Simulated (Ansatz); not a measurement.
**Question.** Name a neutral molecule of O, Si and H with LUMO energy (PBE/def2-TZVPP) between -2.05 and -1.75 eV and HOMO–LUMO gap (PBE0/def2-TZVPP) between 6.00 and 6.30 eV (Ansatz, PBE0-D4/def2-TZVP geometry).

**Answer.** `O[Si]O` (-1.91 eV, 6.01 eV). Other molecules can fit too; these were computed, each in one conformer that needn't be the lowest.
